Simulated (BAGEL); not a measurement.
**RI-MP2/def2-SVP (density fitting with qzvpp-jkfit) run of [H2PO4]− (dihydrogen phosphate)**

What is the energy change on altering one bond length of [H2PO4]− (dihydrogen phosphate) at RI-MP2/def2-SVP (density fitting with qzvpp-jkfit)? 

The results are computed with BAGEL 1.2.2.

6 further runs of the same task are left out: 6 that didn't finish.

### 1 The molecule

The species is [H2PO4]− (7 atoms), meant as a singlet with charge -1. As SMILES, `O=P([O-])(O)O`. The shape is that of a GFN2-xTB optimisation. This is one conformer, not always the lowest.

Bond lengths: O1–P2 1.485 Å, P2–O3 1.485 Å, P2–O4 1.671 Å, P2–O5 1.670 Å, O4–H6 0.952 Å, O5–H7 0.953 Å. Angles: O1–P2–O3 124.2°, O1–P2–O4 108.6°, O1–P2–O5 106.9°, O3–P2–O4 106.9°, O3–P2–O5 108.7°, O4–P2–O5 98.7°, P2–O4–H6 99.9°, P2–O5–H7 99.8°.

### 2 The energy at RI-MP2/def2-SVP (density fitting with qzvpp-jkfit)

Contents of input.json:

```json
{ "bagel" : [

{
  "title" : "molecule",
  "basis" : "svp",
  "df_basis" : "qzvpp-jkfit",
  "angstrom" : true,
  "geometry" : [
    { "atom" : "O", "xyz" : [    0.569870,   -1.598300,    0.412200 ] },
    { "atom" : "P", "xyz" : [   -0.162430,   -0.414470,   -0.104690 ] },
    { "atom" : "O", "xyz" : [   -1.397170,   -0.490890,   -0.926100 ] },
    { "atom" : "O", "xyz" : [   -0.493680,    0.608230,    1.175230 ] },
    { "atom" : "O", "xyz" : [    0.954420,    0.535630,   -0.904830 ] },
    { "atom" : "H", "xyz" : [   -1.221940,    1.100170,    0.808200 ] },
    { "atom" : "H", "xyz" : [    1.750940,    0.259620,   -0.460020 ] }
  ]
},
{ "title" : "hf", "charge" : -1 },
{ "title" : "mp2", "charge" : -1, "ncore" : 9 }

]}
```

The run is started by

```sh
BAGEL_NUM_THREADS=1 BAGEL input.json > input.out
```

Log:

```text
* using 1 threads per process

  ===============================================================
  ===============================================================

  *** Geometry ***

  { "atom" : "O", "xyz" : [      1.076898,     -3.020349,      0.778945 ] },
  { "atom" : "P", "xyz" : [     -0.306948,     -0.783235,     -0.197835 ] },
  { "atom" : "O", "xyz" : [     -2.640269,     -0.927648,     -1.750075 ] },
  { "atom" : "O", "xyz" : [     -0.932920,      1.149388,      2.220863 ] },
  { "atom" : "O", "xyz" : [      1.803592,      1.012194,     -1.709881 ] },
  { "atom" : "H", "xyz" : [     -2.309132,      2.079020,      1.527277 ] },
  { "atom" : "H", "xyz" : [      3.308797,      0.490611,     -0.869312 ] },

  Number of auxiliary basis functions:      472

  Since a DF basis is specified, we compute 2- and 3-index integrals:
    o Being stored without compression. Storage requirement is 0.027 GB

  Number of basis functions:       84
  Number of electrons      :       49

    * METHOD: MOLECULE                             0.22

  *** RHF ***

  === Nuclear Repulsion ===
   266.8246542331

      * DIIS with orbital gradients will be used.

  === RHF iteration (svp) ===
      0       -640.69070169          0.02825214           0.08
      1       -640.97079239          0.01810599           0.07
      2       -641.13426965          0.00130274           0.07
      3       -641.13525530          0.00065630           0.07
      4       -641.13550062          0.00010032           0.07
      5       -641.13550937          0.00003415           0.07
      6       -641.13551043          0.00001075           0.07
      7       -641.13551057          0.00000273           0.07
      8       -641.13551057          0.00000130           0.08
      9       -641.13551057          0.00000027           0.07
     10       -641.13551057          0.00000014           0.07
     11       -641.13551057          0.00000004           0.07
     12       -641.13551057          0.00000001           0.06
     13       -641.13551057          0.00000000           0.07
    * SCF iteration converged.

    * Permanent dipole moment:
           (   -0.450483,    -1.159655,    -0.293720) a.u.

    * METHOD: HF                                   1.13

  *** RHF ***

  === Nuclear Repulsion ===
   266.8246542331

      * DIIS with orbital gradients will be used.

  === RHF iteration (svp) ===
      0       -641.13551057          0.00000000           0.07
    * SCF iteration converged.

    * Permanent dipole moment:
           (   -0.450483,    -1.159655,    -0.293720) a.u.

  === DF-MP2 calculation ===

    * freezing 9 orbitals
    * 3-index integral transformation done
    * assembly done

      MP2 correlation energy:   -0.8552687856      0.04

      MP2 total energy:       -641.9907793565

    * METHOD: MP2                                  0.21

  ===============================================================
```

Wall time 1.9 s (1 thread of AMD EPYC 7B13 (Zen 3), shared host); peak memory 0.11 GiB.

### 3 The distorted shape

Contents of input.json:

```json
{ "bagel": [

{
  "title": "molecule",
  "basis": "svp",
  "df_basis": "qzvpp-jkfit",
  "angstrom": "true",
  "geometry": [
    { "atom": "O", "xyz": [       0.330902,      -1.515493,       0.278750 ] },
    { "atom": "P", "xyz": [      -0.401398,      -0.331663,      -0.238140 ] },
    { "atom": "O", "xyz": [      -1.636138,      -0.408083,      -1.059550 ] },
    { "atom": "O", "xyz": [      -0.732648,       0.691037,       1.041780 ] },
    { "atom": "O", "xyz": [       0.715452,       0.618437,      -1.038280 ] },
    { "atom": "H", "xyz": [      -1.460908,       1.182977,       0.674750 ] },
    { "atom": "H", "xyz": [       1.750940,       0.259620,      -0.460020 ] }
  ]
},

{ "title": "hf", "charge": -1 },

{ "title": "mp2", "charge": -1, "ncore": 9 }

]}
```

The run is started by

```sh
BAGEL_NUM_THREADS=1 BAGEL input.json > input.out
```

Log:

```text
* using 1 threads per process

  ===============================================================
  ===============================================================

  *** Geometry ***

  { "atom" : "O", "xyz" : [      0.625314,     -2.863867,      0.526761 ] },
  { "atom" : "P", "xyz" : [     -0.758532,     -0.626752,     -0.450019 ] },
  { "atom" : "O", "xyz" : [     -3.091853,     -0.771165,     -2.002259 ] },
  { "atom" : "O", "xyz" : [     -1.384504,      1.305871,      1.968679 ] },
  { "atom" : "O", "xyz" : [      1.352008,      1.168677,     -1.962065 ] },
  { "atom" : "H", "xyz" : [     -2.760716,      2.235503,      1.275093 ] },
  { "atom" : "H", "xyz" : [      3.308797,      0.490611,     -0.869312 ] },

  Number of auxiliary basis functions:      472

  Since a DF basis is specified, we compute 2- and 3-index integrals:
    o Being stored without compression. Storage requirement is 0.027 GB

  Number of basis functions:       84
  Number of electrons      :       49

    * METHOD: MOLECULE                             0.22

  *** RHF ***

  === Nuclear Repulsion ===
   265.3028138933

      * DIIS with orbital gradients will be used.

  === RHF iteration (svp) ===
      0       -640.62105432          0.02837391           0.07
      1       -640.91034606          0.01827162           0.06
      2       -641.08155522          0.00135484           0.06
      3       -641.08297124          0.00065002           0.06
      4       -641.08325023          0.00015115           0.06
      5       -641.08327579          0.00005457           0.06
      6       -641.08327927          0.00001973           0.07
      7       -641.08327978          0.00000681           0.07
      8       -641.08327981          0.00000250           0.08
      9       -641.08327981          0.00000078           0.06
     10       -641.08327981          0.00000045           0.06
     11       -641.08327981          0.00000015           0.07
     12       -641.08327981          0.00000006           0.07
     13       -641.08327981          0.00000003           0.06
     14       -641.08327981          0.00000001           0.06
     15       -641.08327981          0.00000000           0.07
    * SCF iteration converged.

    * Permanent dipole moment:
           (   -0.536551,    -1.127862,    -0.341854) a.u.

    * METHOD: HF                                   1.21

  *** RHF ***

  === Nuclear Repulsion ===
   265.3028138933

      * DIIS with orbital gradients will be used.

  === RHF iteration (svp) ===
      0       -641.08327981          0.00000000           0.06
    * SCF iteration converged.

    * Permanent dipole moment:
           (   -0.536551,    -1.127862,    -0.341854) a.u.

  === DF-MP2 calculation ===

    * freezing 9 orbitals
    * 3-index integral transformation done
    * assembly done

      MP2 correlation energy:   -0.8661306702      0.04

      MP2 total energy:       -641.9494104836

    * METHOD: MP2                                  0.20

  ===============================================================
```

Run time: 1.9 s. Hardware: 1 thread of AMD EPYC 7B13 (Zen 3), shared host; peak memory 0.12 GiB.

### 4 Results

Level: RI-MP2/def2-SVP (density fitting with qzvpp-jkfit), 9 core orbitals frozen.

```
                                                         quantity          value
                                        first shape: total energy  -641.99078 Eh
         first shape: correlation energy (9 core orbitals frozen)     -855.3 mEh
                                    distorted shape: total energy  -641.94941 Eh
     distorted shape: correlation energy (9 core orbitals frozen)     -866.1 mEh
energy change with the O5–H7 bond stretched from 0.953 to 1.239 Å       1.126 eV
```

With the O5–H7 bond stretched from 0.953 to 1.239 Å the energy rises by 1.13 eV (26 kcal/mol). The first shape isn't relaxed at this level, so the change isn't measured from a minimum.
